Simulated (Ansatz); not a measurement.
Basis-set extrapolation for C$_{5}$H$_{8}$ (`C=CC1CC1`) (PBE0-D4/def2-TZVP geometry, frozen core, the Gaussian-basis code of Ansatz). Multiplicity 1, RHF reference.

```tsv
	def2-TZVPP	def2-QZVPP
HF	-194.014650	-194.023461
MP2 correlation	-0.830119	-0.881650
CCSD(T) correlation	-0.911267	not run
```

Energies in hartree. Use E(X) = E(∞) + A·exp(−7.88·√X) for Hartree–Fock and E(X) = E(∞) + B·X^(−2.97) for correlation, with X = 3 and 4, and add CCSD(T) minus MP2 of the smaller set to the MP2 limit.

Problem. What is the CCSD(T) energy at the basis-set limit?

Solution. HF limit: -194.023461 + (-0.008811) × 0.13774 = -194.02467. MP2 limit: -0.881650 + (-0.051531) × 0.74074 = -0.91982. Higher-order term: -0.911267 − (-0.830119) = -0.08115. Total: -195.02564 hartree, 62.6 kcal/mol below CCSD(T)/def2-TZVPP.
